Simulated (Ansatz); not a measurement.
Molecule: glyoxal, C2H2O2 (charge 0, singlet). SMILES: O=CC=O
Structure (B3LYP-D3(BJ)/def2-TZVP (Ansatz, a program for electronic structure) minimum search):
```xyz
6

C      0.0079     0.7617    -0.0144
C     -0.0079    -0.7617     0.0144
O      1.0376     1.3794    -0.0260
H     -0.9919     1.2360    -0.0234
O     -1.0376    -1.3794     0.0260
H      0.9919    -1.2360     0.0234
```

Atomisation energy built up term by term with Ansatz (kcal/mol; UHF references for open shells; valence terms freeze the core; atomic spin-orbit terms are left out). CBS marks a two-point X^-3 extrapolation of the correlation energy; Hartree-Fock from the larger set.

The Hartree-Fock reference is unstable (checked in the largest basis), which strains HF and MP2. 

```json
[
 {"term": "Hartree-Fock", "basis": "cc-pVQZ", "kcal/mol": "…"},
 {"term": "CCSD correlation", "basis": "CBS(cc-pVTZ,cc-pVQZ)", "kcal/mol": "…"},
 {"term": "(T)", "basis": "CBS(cc-pVTZ,cc-pVQZ)", "kcal/mol": "17.23"},
 {"term": "core correlation", "basis": "cc-pwCVTZ", "kcal/mol": "2.67"},
 {"term": "scalar relativity (X2C)", "basis": "cc-pVTZ-DK against cc-pVTZ", "kcal/mol": "-0.65"},
 {"term": "sum: De", "basis": "", "kcal/mol": "…"}
]
```

### Question
Some entries are withheld; supply them.

### Answer

- Hartree-Fock, kcal/mol: 422.17
- CCSD correlation, kcal/mol: 192.76
- sum: De, kcal/mol: 634.2
